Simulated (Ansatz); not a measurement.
Two shapes of singlet CO2.

Shape 1:

```xyz
3

O    -0.0130   -0.0123   -1.2060
C    -0.0472    0.0129   -0.0104
O     0.0186    0.0373    1.1318
```

Shape 2:

```xyz
3

O     0.0000    0.0000   -1.0666
C     0.0000    0.0000    0.0000
O     0.0000    0.0000    1.0666
```

Basis set: cc-pVDZ (spherical functions). Correlated methods keep 3 orbitals frozen. Charge 0, multiplicity 1.

Computed with Ansatz (development build ahead of 0.2.0); each method stands on the lowest determinant of its kind that the runs found.

Q: Which shape is lower in energy, and by how much in each method?

A:

| method | E(2) − E(1) (eV) |
| --- | --- |
| RHF | 0.689 |
| RHF-MP2 | 1.561 |

Shape 1 is lower. Caution: no unrestricted run beside it, a lower state can exist.
